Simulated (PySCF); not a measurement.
C₅H₇F.
Z-matrix (Å and degrees, GFN2-xTB geometry), rows numbered from 1:
```
C 
C   1  1.3153
C   2  1.5075  1  133.81
C   3  1.5363  2   88.23  1  -169.50
F   4  1.3738  3  114.64  2  -125.20
C   2  1.5076  1  133.80  3  -176.52
H   1  1.0768  2  121.65  3    -1.92
H   1  1.0767  2  121.55  3   178.11
H   3  1.0882  2  116.63  1   -50.73
H   3  1.0894  2  113.32  1    77.20
H   4  1.0932  3  115.35  2   110.51
H   6  1.0896  2  113.28  1   -77.24
H   6  1.0883  2  116.69  1    50.68
```

The calculation used CAM-B3LYP/def2-SVPD in PySCF (dipole) on a GFN2-xTB geometry, gas phase.

Masses are those of the commonest isotopes; rigid-rotor values at the optimised geometry. The values belong to one conformer with, in the numbering `[CH2:1]=[C:2]1[CH2:3][CH:4]([F:5])[CH2:6]1`, C1–C2–C3–C4 -170°, C2–C3–C4–F5 -125°, C3–C4–C6–C2 8°, C1–C2–C6–C4 170°.

(1) Give the principal moments of inertia and the rotational constants in GHz.

(2) Classify the top.

(3) What does the inertial defect say?

(4) Give the coordinates in the principal-axis frame, origin at the centre of mass.

(5) Where do the levels up to J = 3 lie, in K?

(6) Predict some low-J microwave lines.

(7) Estimate the classical rotational partition function at 25 K, 200 K and 500 K.

Results:

(1) Ia = 52.41, Ib = 208.22, Ic = 239.74 u·Å²; 505379 MHz·u·Å²/I gives 9644, 2427 and 2108 MHz, that is A = 9.6437, B = 2.4271, C = 2.1080 GHz.

(2) A near-prolate asymmetric top: κ = (2 × 2427 − 9644 − 2108)/(9644 − 2108) = -0.92.

(3) Not planar: Δ = Ic − Ia − Ib = -20.88 u·Å². For a rigid frame Δ = −2 Σ m c², so Σ m c² = 10.44 u·Å² lies off the ab plane: 5.27 from hydrogen and 5.17 from heavier atoms. The atom farthest from that plane is 1.49 Å away.

(4) The sense of each axis is arbitrary; atoms in the order of the calculation.
```json
{"atom": "C1", "mass (u)": "12.000", "a (Å)": "2.440", "b (Å)": "0.000", "c (Å)": "-0.173"}
{"atom": "C2", "mass (u)": "12.000", "a (Å)": "1.132", "b (Å)": "0.000", "c (Å)": "-0.040"}
{"atom": "C3", "mass (u)": "12.000", "a (Å)": "0.097", "b (Å)": "1.087", "c (Å)": "0.099"}
{"atom": "C4", "mass (u)": "12.000", "a (Å)": "-0.930", "b (Å)": "0.000", "c (Å)": "0.452"}
{"atom": "F5", "mass (u)": "18.998", "a (Å)": "-2.057", "b (Å)": "0.000", "c (Å)": "-0.333"}
{"atom": "C6", "mass (u)": "12.000", "a (Å)": "0.097", "b (Å)": "-1.088", "c (Å)": "0.099"}
{"atom": "H7", "mass (u)": "1.008", "a (Å)": "3.002", "b (Å)": "0.917", "c (Å)": "-0.233"}
{"atom": "H8", "mass (u)": "1.008", "a (Å)": "3.001", "b (Å)": "-0.918", "c (Å)": "-0.228"}
{"atom": "H9", "mass (u)": "1.008", "a (Å)": "0.282", "b (Å)": "1.842", "c (Å)": "0.861"}
{"atom": "H10", "mass (u)": "1.008", "a (Å)": "-0.139", "b (Å)": "1.582", "c (Å)": "-0.843"}
{"atom": "H11", "mass (u)": "1.008", "a (Å)": "-1.273", "b (Å)": "0.000", "c (Å)": "1.490"}
{"atom": "H12", "mass (u)": "1.008", "a (Å)": "-0.139", "b (Å)": "-1.581", "c (Å)": "-0.844"}
{"atom": "H13", "mass (u)": "1.008", "a (Å)": "0.281", "b (Å)": "-1.844", "c (Å)": "0.860"}
```

(5) Above 0(0,0), as E/k:
J = 1: 1(0,1) 0.218, 1(1,1) 0.564, 1(1,0) 0.579
J = 2: 2(0,2) 0.652, 2(1,2) 0.984, 2(1,1) 1.030, 2(2,1) 2.069, 2(2,0) 2.069
J = 3: 3(0,3) 1.303, 3(1,3) 1.614, 3(1,2) 1.706, 3(2,2) 2.722, 3(2,1) 2.724, 3(3,1) 4.492, 3(3,0) 4.492
The levels of one J sum to (2J + 1)J(J + 1)(A + B + C)/3.

(6) The dipole components are |μa| = 1.28 D, |μb| = 0.00 D, |μc| = 0.92 D; the mirror of this Cs structure is the ac plane, so μb vanishes by symmetry and there are no b-type lines. Intensities carry the squares of the components, which stand as 1.00 : 0.52 (a : c). Some lines, for components of 0.1 D or more:

```json
{"type": "a", "branch": "Q", "J(Ka,Kc)": "3(1,2) ← 3(1,3)", "MHz": "1915", "lower level (cm⁻¹)": "1.122"}
{"type": "c", "branch": "Q", "J(Ka,Kc)": "4(1,4) ← 4(0,4)", "MHz": "5909", "lower level (cm⁻¹)": "1.508"}
{"type": "a", "branch": "R", "J(Ka,Kc)": "2(0,2) ← 1(0,1)", "MHz": "9060", "lower level (cm⁻¹)": "0.151"}
{"type": "a", "branch": "R", "J(Ka,Kc)": "3(2,2) ← 2(2,1)", "MHz": "13605", "lower level (cm⁻¹)": "1.438"}
{"type": "a", "branch": "R", "J(Ka,Kc)": "4(0,4) ← 3(0,3)", "MHz": "18038", "lower level (cm⁻¹)": "0.906"}
{"type": "a", "branch": "R", "J(Ka,Kc)": "4(2,3) ← 3(2,2)", "MHz": "18132", "lower level (cm⁻¹)": "1.892"}
{"type": "a", "branch": "R", "J(Ka,Kc)": "4(3,2) ← 3(3,1)", "MHz": "18161", "lower level (cm⁻¹)": "3.122"}
{"type": "c", "branch": "Q", "J(Ka,Kc)": "5(2,4) ← 5(1,4)", "MHz": "19779", "lower level (cm⁻¹)": "2.593"}
{"type": "c", "branch": "Q", "J(Ka,Kc)": "2(2,1) ← 2(1,1)", "MHz": "21650", "lower level (cm⁻¹)": "0.716"}
{"type": "a", "branch": "R", "J(Ka,Kc)": "5(4,1) ← 4(4,0)", "MHz": "22699", "lower level (cm⁻¹)": "5.450"}
{"type": "a", "branch": "R", "J(Ka,Kc)": "5(3,3) ← 4(3,2)", "MHz": "22709", "lower level (cm⁻¹)": "3.728"}
{"type": "c", "branch": "R", "J(Ka,Kc)": "3(2,1) ← 2(1,1)", "MHz": "35307", "lower level (cm⁻¹)": "0.716"}
{"type": "c", "branch": "R", "J(Ka,Kc)": "4(2,3) ← 3(1,3)", "MHz": "41225", "lower level (cm⁻¹)": "1.122"}
{"type": "c", "branch": "R", "J(Ka,Kc)": "5(2,3) ← 4(1,3)", "MHz": "43564", "lower level (cm⁻¹)": "1.811"}
{"type": "c", "branch": "Q", "J(Ka,Kc)": "4(4,1) ← 4(3,1)", "MHz": "51613", "lower level (cm⁻¹)": "3.728"}
{"type": "c", "branch": "R", "J(Ka,Kc)": "5(3,2) ← 4(2,2)", "MHz": "59475", "lower level (cm⁻¹)": "2.502"}
{"type": "c", "branch": "Q", "J(Ka,Kc)": "5(5,1) ← 5(4,1)", "MHz": "66364", "lower level (cm⁻¹)": "6.207"}
```

(7) Point group Cs, symmetry number σ = 1; q = (√π/σ)·√((kT/h)³/(ABC)), k/h = 20836.6 MHz/K: 3000 at 25 K, 67900 at 200 K, 268000 at 500 K.

No GFN2-xTB frequencies stand behind this structure, so it isn't proved a minimum. These are rigid-rotor constants of the computed structure; measured ground-state constants (B0) also hold zero-point vibration.
